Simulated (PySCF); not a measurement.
# A gas-phase reaction: FH3Si + CH4O → CH6OSi + FH

Wanted: the reaction energy for `F[SiH3]` + `CO` → `CO[SiH3]` + `F`.

Programs: PySCF 2.14.0. All values are calculated, for the isolated system unless a continuum is named. Atoms count from 0, parts from 1.

## (1) Starting point

Each species was relaxed by itself at PBE0-D3(BJ)/def2-SVPD.

## (2) Reaction energy: wB97M-D3(BJ)/def2-TZVPD

What the job is given:

```
{"job": {"kind": "react", "xc": "wB97M-D3(BJ)", "basis": "def2-TZVPD"}, "charge": 0, "multiplicity": 1}
-1 FH3Si charge 0 multiplicity 1
F      1.076750    -0.957630     0.678890
Si    -0.031900     0.031240    -0.020540
H      0.381290     1.435120     0.245280
H     -0.039050    -0.260160    -1.478910
H     -1.353140    -0.265630     0.594390

-1 CH4O charge 0 multiplicity 1
C     -0.334970     0.010950     0.032710
O      0.914220    -0.572370    -0.238480
H     -0.410420     0.380520     1.070450
H     -0.570290     0.841160    -0.656160
H     -1.094400    -0.769540    -0.105230
H      1.606120     0.083600    -0.130200

+1 CH6OSi charge 0 multiplicity 1
C      1.335990     0.176010     0.052860
O      0.249340    -0.397720    -0.626630
Si    -1.329450    -0.245550    -0.097300
H      1.248990     1.275510     0.106880
H      1.427260    -0.216000     1.081180
H      2.257170    -0.070240    -0.492550
H     -1.726210     1.196060    -0.044190
H     -1.477380    -0.820700     1.275970
H     -2.167550    -0.988290    -1.074170

+1 FH charge 0 multiplicity 1
F      0.459620    -0.012180     0.016780
H     -0.459630     0.012180    -0.016780
```

With the program's defaults for keys left out, this is: wB97M-D3(BJ)/def2-TZVPD reaction energy of separated species, gas phase.

Command:

```
> OMP_NUM_THREADS=1 python cluster_run.py task.json out
```

The driver reads the jobs from task.json and runs them one after another.

**Question.** The jobs that follow are: PBE0-D3(BJ)/def2-TZVPD reaction energy of separated species, gas phase; MP2/def2-TZVPD reaction energy of separated species, gas phase. Predict: reaction energy (wB97M-D3(BJ)/def2-TZVPD); ΔH, ΔG at 298 K (xTB thermal terms). Thermal terms come from harmonic xTB runs on each species.

As calculated:

| quantity | value |
| --- | --- |
| reaction energy (wB97M-D3(BJ)/def2-TZVPD) | 9.39 kcal/mol |
| ΔH, ΔG at 298 K (xTB thermal terms) | +8.6, +9.2 kcal/mol |
| range of the reaction energy over the runs of this table | 8.11 to 9.39 kcal/mol |

What this shows: The reaction is endothermic by 8.6 kcal/mol in the gas phase; dispersion gives -0.81, and xTB itself gave 13.73 for the electronic energy (xTB energies and thermal terms come from the earlier relaxation of each species, not shown). No barrier was sought. The reaction energy runs from 8.11 (MP2/def2-TZVPD) to 9.39 kcal/mol (wB97M-D3(BJ)/def2-TZVPD).
